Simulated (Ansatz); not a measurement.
# An input for doublet C2H5B+

C2H5B+ has 8 atoms, charge +1, and is taken as a doublet. SMILES of the parent species: `BC=C`. Geometry: relaxed at PBE0-D4/def2-TZVP. That shape belongs to the parent species and isn't relaxed for this state.

```xyz
8

B    -0.6192    0.8763   -0.6939
C     0.3220    0.2735    0.3575
C     0.4595   -1.0543    0.4655
H    -1.2264    0.1359   -1.4148
H    -0.7628    2.0583   -0.8134
H     0.8974    0.8995    1.0373
H    -0.0927   -1.7225   -0.1894
H     1.1143   -1.5238    1.1955
```

Settings wanted:

- basis set: 6-311+G**
- core potential: none
- integral approximation: none
- task: energy
- method: DFT
- functional: wB97X
- reference: UKS
- accuracy: high
- start density: atoms
- d and f functions: spherical

**Question.** Give an Ansatz 0.2.0 job that does this.

**Answer.** This one ran through:

molecule.yaml:
```yaml
crystal:
  periodic: [false, false, false]
  atoms:
    - {symbol: B, position_ang: [-0.619200, 0.876300, -0.693900]}
    - {symbol: C, position_ang: [0.322000, 0.273500, 0.357500]}
    - {symbol: C, position_ang: [0.459500, -1.054300, 0.465500]}
    - {symbol: H, position_ang: [-1.226400, 0.135900, -1.414800]}
    - {symbol: H, position_ang: [-0.762800, 2.058300, -0.813400]}
    - {symbol: H, position_ang: [0.897400, 0.899500, 1.037300]}
    - {symbol: H, position_ang: [-0.092700, -1.722500, -0.189400]}
    - {symbol: H, position_ang: [1.114300, -1.523800, 1.195500]}
basis:
  gaussian:
    orbitals: 6-311+G_st__st_.json
total_charge: 1
magnetization:
  spin_polarized: true
  initial_magnetization: 1
hamiltonian:
  xc: {name: wB97X}
accuracy: high
output:
  orbitals: {seedname: orbitals}
```

```bash
$ ansatz run molecule.yaml --threads 1 --pin off --max-ram 3480MiB --events-out events.jsonl --progress --plain --runs-dir runs
```

(Basis files named in the input come from the Basis Set Exchange and aren't shown.)

Calculated total energy: -103.61884 Eh.
